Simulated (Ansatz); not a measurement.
# CH4AlCl: vertical ionisation energy

Aim: the vertical ionisation energy of CH4AlCl, as cation minus neutral at the neutral's geometry, on several levels, and how well −ε(HOMO) stands in for it.

Program: Ansatz 0.2.0, Gaussian basis. Level of theory: unrestricted cation, the program's frozen cores in correlated methods. These are calculated values, not measurements.

Levels to be run: UKS PBE-D4/def2-TZVPP; UKS r2SCAN-D4/def2-TZVPP; UKS PBE0-D4/def2-TZVPP; UKS B3LYP-D4/def2-TZVPP; UKS wB97X-V/def2-TZVPP; UKS wB97M-V/def2-TZVPP; UKS B2PLYP/def2-TZVPP; UHF-CCSD(T)/def2-TZVPP; UHF-CCSD(T)/def2-QZVPP; extrapolation to the limit; then −ε(HOMO) from the neutral's earlier runs with LDA (SPW92), PBE-D4, revPBE-D4, BLYP-D4, r2SCAN-D4, B97M-V, PBE0-D4, B3LYP-D4, r2SCANh-D4, r2SCAN0-D4, HSE06-D4, BHLYP-D4, CAM-B3LYP-D4, LC-ωPBE, ωB97X-V, ωB97M-V.

## Step 1: The geometry

The geometry comes from an earlier relaxation with PBE0-D4/def2-TZVP; it is a stationary point, not always the lowest conformer.

SMILES `[CH3][AlH][Cl]`, 7 atoms, charge 0, spin multiplicity 1.

Atoms are counted from 1 here; the program's logs count them from 0.

Bond lengths: C1–Al2 1.938 Å, C1–H4 1.095 Å, C1–H5 1.091 Å, C1–H6 1.095 Å, Al2–Cl3 2.105 Å, Al2–H7 1.579 Å. Angles: Al2–C1–H4 110.5°, Al2–C1–H5 112.6°, Al2–C1–H6 110.6°, H4–C1–H5 108.2°, H4–C1–H6 106.5°, H5–C1–H6 108.2°, C1–Al2–Cl3 119.4°, C1–Al2–H7 124.6°, Cl3–Al2–H7 116.1°.

## Step 2: Cation, UKS PBE-D4/def2-TZVPP

in.yaml reads:

```yaml
crystal:
  periodic: [false, false, false]
  atoms:
    - {symbol: C, position_ang: [-0.712193, 0.523037, -0.285539]}
    - {symbol: Al, position_ang: [0.857129, -0.506653, 0.197563]}
    - {symbol: Cl, position_ang: [0.695712, -2.008132, 1.663909]}
    - {symbol: H, position_ang: [-0.538844, 1.590278, -0.112359]}
    - {symbol: H, position_ang: [-1.598412, 0.225680, 0.277738]}
    - {symbol: H, position_ang: [-0.932144, 0.413779, -1.352526]}
    - {symbol: H, position_ang: [2.289851, -0.305990, -0.434588]}
basis:
  gaussian: {orbitals: def2-TZVPP}
total_charge: 1
magnetization: {spin_polarized: true, initial_magnetization: 1}
hamiltonian: {xc: pbe, dispersion: d4}
```

Started as:

```bash
$ ansatz run in.yaml --threads 2 --pin off --events-out ev --progress --plain --max-ram 32768MiB --backend cpu
```

The runs that follow: Cation, UKS r2SCAN-D4/def2-TZVPP; Cation, UKS PBE0-D4/def2-TZVPP; Cation, UKS B3LYP-D4/def2-TZVPP; Cation, UKS wB97X-V/def2-TZVPP; Cation, UKS wB97M-V/def2-TZVPP; Cation, UKS B2PLYP (frozen core)/def2-TZVPP; Cation, UHF-CCSD(T)/def2-TZVPP; Cation, UHF-CCSD(T)/def2-QZVPP.

Before running them: what should the planned runs give, taken together? Wanted: ionisation energy, CCSD(T)/CBS; nearest functional by difference; nearest −ε(HOMO); −ε(HOMO) of PBE; T1 of the cation.

The runs gave:

| quantity | value |
| --- | --- |
| ionisation energy, CCSD(T)/CBS | 10.85 eV |
| nearest functional by difference | ωB97X-V (-0.17 eV) |
| nearest −ε(HOMO) | LC-ωPBE (+0.12 eV) |
| −ε(HOMO) of PBE | 6.92 eV |
| T1 of the cation | 0.047 |

By cation minus neutral, the functionals miss by 0.88 eV at most. −ε(HOMO) of PBE misses by 3.9 eV, since self-interaction lifts the level. Among orbital estimates LC-ωPBE comes nearest. Hartree-Fock falls 0.88 eV short, as the neutral has more correlation energy than the cation. The cation's T1 (from the report) is 0.047, above the customary mark of 0.045 for open shells, so the coupled-cluster value is less safe. The cation may have settled in a state other than its lowest; no search over hole states beyond the program's own was made.
